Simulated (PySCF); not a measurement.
**Löwdin shares of the frontier orbitals**

Compound: C3H4FN.
Structure used (GFN2-xTB), in Å, numbered top down from 1:
```xyz
9
C3H4FN angstrom
C     -0.9739   -0.2990    0.0173
C      0.2977    0.5431    0.0001
F      0.4078    1.2462    1.1840
C      1.4706   -0.3002   -0.1743
N      2.3775   -0.9777   -0.3205
H     -1.8359    0.3486    0.1597
H     -0.9316   -1.0160    0.8346
H     -1.0755   -0.8344   -0.9229
H      0.2769    1.2955   -0.8033
```

Method: PySCF 2.14.0, density-fitted response routines, TDDFT CAM-B3LYP/def2-SVPD, vertical, gas phase, core orbitals frozen in the response.

Kohn–Sham orbitals with the atoms that hold most of them (Löwdin shares over 4%, at most four atoms; ? is withheld):

```tsv
orbital	ε (eV)	atoms
HOMO-3	-12.66	F3 34%, N5 15%, C1 14%, C4 14%
HOMO-2	-12.18	N5 57%, C4 15%, F3 11%, C2 7%
HOMO-1	-11.80	?
HOMO	?	N5 38%, C4 27%, C2 11%, F3 9%
LUMO	0.72	?
LUMO+1	1.05	C1 19%, N5 19%, C4 18%, C2 10%
LUMO+2	1.77	C4 37%, N5 26%, C2 12%, H9 8%
```

Q: Which atoms hold the HOMO-1, and with what shares?

A: N5 (bonded to C) 48%; C4 (bonded to C and N) 39%; F3 (bonded to C) 5%.

Q: Give the leading atoms of the LUMO.

A: C4 (bonded to C and N) 22%; C2 (bonded to 2 C, F and H) 21%; N5 (bonded to C) 18%; F3 (bonded to C) 11%. By element: carbon 43% or more, nitrogen 18%, fluorine 11%.

Q: What is the HOMO energy, and the HOMO–LUMO gap?

A: ε(HOMO) = -11.33 eV; the gap is 12.04 eV (0.4426 hartree).

Q: The HOMO–LUMO gap is 12.04 eV. Where does the response calculation put the lowest singlet, and from which orbitals?

A: S1 is at 7.38 eV (f = 0.0005), 4.67 eV below the gap, made of HOMO→LUMO (56%), HOMO→LUMO+1 (28%). 

Next come S2 at 8.05 eV (f 0.0035), HOMO-1→LUMO (36%), HOMO→LUMO+2 (17%), HOMO-1→LUMO+1 (14%); S3 at 8.36 eV (f 0.0005), HOMO-1→LUMO+2 (42%), HOMO-1→LUMO+1 (23%), HOMO-1→LUMO+4 (12%); S4 at 8.78 eV (f 0.012), HOMO-2→LUMO (66%), HOMO-2→LUMO+1 (26%); S5 at 9.14 eV (f 0.025), HOMO-3→LUMO (29%), HOMO→LUMO (28%), HOMO→LUMO+1 (17%).

Time: 46 s wall, 29 s CPU; peak memory 0.54 GiB. Hardware: one thread, Intel Xeon at 2.50 GHz (x86_64), shared host.
